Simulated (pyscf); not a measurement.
Routes from HF (SMILES F) + HO–Si•(F)–F (SMILES O[Si](F)F)

Candidate steps break at most two bonds and form at most two. Each was searched with GFN2-xTB (tblite) first. Structures and frequencies: ωB97X-D3(BJ)/def2-SVP in PySCF. Energies: ωB97M-D3(BJ)/def2-TZVP, eV, from the separated reactants, doublet surface; ΔG‡ with ideal gas, 1 atm, RRHO with modes under 100 cm⁻¹ raised to 100, one conformer, R ln 2 for chiral ones without a mode under 150 cm⁻¹.

```tsv
products	type	ΔE‡	ΔE	ΔG‡ 298 K	ΔG‡ 900 K	ν‡ (cm⁻¹)
F–Si•(F)–F + H₂O	four-centre exchange	0.43	-0.35	0.89	1.91	813i
HO–Si(F)(F)–F + H•	atom transfer	1.09	-1.21	1.32	2.11	1785i
```

Row 1: On the reactant side the descent ends in a complex, 0.18 eV under the separated species and 0.65 eV under the saddle at ωB97X-D3(BJ)/def2-TZVP. Row 2: On the reactant side the descent ends in a complex, 0.28 eV under the separated species and 1.55 eV under the saddle at ωB97X-D3(BJ)/def2-TZVP. 

Plain bond fissions and candidates not yet searched are not listed, and one of them may be faster. Each barrier is that of the saddle found; lower ones may exist.
